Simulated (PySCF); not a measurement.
C4H5N.
SMILES with atom numbers: `[cH:1]1[cH:2][cH:3][nH:4][cH:5]1` (hydrogens: H6 on C1; H7 on C2; H8 on C3; H9 on N4; H10 on C5)

Level of theory: PySCF, PBE0-D3(BJ)/def2-SVP geometry optimisation, gas phase.

What internal coordinates does the optimisation give?

```
         bond  length (Å)     order
        C1–C2       1.422  aromatic
 C3–N4, N4–C5       1.366  aromatic
 C1–C5, C2–C3       1.379  aromatic
 C1–H6, C2–H7       1.088    single
C3–H8, C5–H10       1.088    single
        N4–H9       1.010    single
```

Bonds in one row agree within 0.01 Å and their mean is given. Orders are formal, as drawn. A selection of angles:
```
   angle  degrees
C2–C1–C5    107.2
C2–C1–H6    127.0
C5–C1–H6    125.8
C2–C3–N4    107.7
C2–C3–H8    130.9
N4–C3–H8    121.4
C3–N4–C5    110.1
C3–N4–H9    125.0
```

N4 (pyrrole-type nitrogen) is planar (angles 125.0°, 125.0° and 110.1°, sum 360.0°, 0.00 Å off the plane of its three neighbours). The 5-membered ring C1–C2–C3–N4–C5 has internal angles of 107.2° to 110.1° (sum 540°, against 540° for a flat polygon); it is planar, 0.00 Å rms from its mean plane, widest ring torsion 0°. The 3 C–C bonds span 1.379 Å (C2–C3, aromatic) to 1.422 Å (C1–C2, aromatic), a spread of 0.043 Å. The 5 heavy atoms lie in one plane (0.000 Å rms).

Point group: C2v (tolerance 0.08 Å). Not checked by PBE0-D3(BJ)/def2-SVP frequencies.
